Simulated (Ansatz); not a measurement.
The input, for Ansatz 0.2.0:

```yaml
crystal:
  periodic: [false, false, false]
  atoms:
    - {symbol: O, position_ang: [-1.077591, -0.027457, 0.000000]}
    - {symbol: H, position_ang: [-1.326900, 0.899119, 0.000000]}
    - {symbol: H, position_ang: [0.123409, -0.027457, 0.000000]}
    - {symbol: O, position_ang: [1.153409, -0.027457, 0.000000]}
basis:
  gaussian: {orbitals: cc-pVDZ}
magnetization: {spin_polarized: true, initial_magnetization: 2}
hamiltonian: {pseudopotentials: {relativity: scalar}}
correlation: {method: bccd, electrons: outside_noble_gas}
output: {forces: true}
```

```sh
$ ansatz run in.yaml --threads 1 --pin off --events-out ev --progress --plain --max-ram 2393MiB
```

Log:

```
343 factors; integrals over basis functions are off by at most 1.5e-3 eV
mean field evaluation 1: about -4102.1814 eV, gradient 1.6e1 eV
mean field evaluation 2: about -4102.2017 eV, gradient 1.6e1 eV
mean field evaluation 4: about -4104.4939 eV, gradient 3.4e0 eV
mean field evaluation 8: about -4104.8428 eV, gradient 4.6e-1 eV
mean field evaluation 16: about -4104.8540 eV, gradient 1.6e-6 eV
mean field evaluation 32: about -4104.8540 eV, gradient 1.1e-2 eV
mean field evaluation 64: about -4103.5577 eV, gradient 5.7e-1 eV
mean field evaluation 96: about -4104.5744 eV, gradient 3.2e-5 eV
mean field evaluation 128: about -4104.7639 eV, gradient 1.9e0 eV
mean field evaluation 160: about -4104.8509 eV, gradient 6.1e-2 eV
...
cycle  16  -9.43569222 eV  change   -3.4e-7 eV  update   2.2e-6
cycle  17  -9.43569240 eV  change   -1.8e-7 eV  update   1.2e-6
cycle  18  -9.43569177 eV  change    6.3e-7 eV  update   5.7e-7
cycle  19  -9.43569184 eV  change   -6.7e-8 eV  update   2.7e-7
cycle  20  -9.43569174 eV  change    1.0e-7 eV  update   1.5e-7
cycle  21  -9.43569181 eV  change   -7.2e-8 eV  update   1.0e-7
cycle  22  -9.43569183 eV  change   -2.1e-8 eV  update   6.4e-8
cycle  23  -9.43569182 eV  change    9.6e-9 eV  update   3.9e-8
cycle  24  -9.43569183 eV  change   -1.0e-8 eV  update   2.7e-8
cycle  25  -9.43569182 eV  change    9.9e-9 eV  update   1.9e-8
the calculation of the forces begins
the multipliers restart with 30 DIIS vectors
Total energy: -4114.28973040 eV, -151.1973588263 hartree
Relativity: scalar
Atom 0 at    -1.077591    -0.027457     0.000000 Å, force    -1.293888    -0.754109     0.000000 eV/Å
Atom 1 at    -1.326900     0.899119     0.000000 Å, force    -0.044510     0.891772    -0.000000 eV/Å
Atom 2 at     0.123409    -0.027457     0.000000 Å, force    -0.649002    -0.473989     0.000000 eV/Å
Atom 3 at     1.153409    -0.027457     0.000000 Å, force     1.987401     0.336326    -0.000000 eV/Å
Dipole moment:    -0.281744     0.329176    -0.000000 e Å
```

Forces (eV/Å):
```
O   -1.294 -0.754  0.000
H   -0.045  0.892  0.000
H   -0.649 -0.474  0.000
O    1.987  0.336  0.000
```

Ran on 1 thread of Arm Neoverse V1, shared host: 32 s wall, 0.2 GiB peak host memory.
